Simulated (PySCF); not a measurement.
CH3Cl, SMILES CCl.

Coordinates come from a B3LYP-D3(BJ)/def2-TZVP optimisation.

Two levels are set side by side: TDDFT-PBE/def2-TZVPD (PySCF) and ADC(2)/aug-cc-pVDZ (PySCF). Vertical, same geometry; the bases differ. Differences are taken from unrounded values.

| quantity | ADC(2) | TDDFT-PBE | TDDFT-PBE minus ADC(2) |
|---|---|---|---|
| lowest singlet excitation (eV) | 7.38 | 6.52 | -0.86 |

A lower first singlet is the usual sign of a functional without exact exchange. Differences between two approximate levels are no errors against the true value.

Rough cost on one machine, each run with all the roots and properties that it gave: ADC(2) against TDDFT-PBE about 4 times.
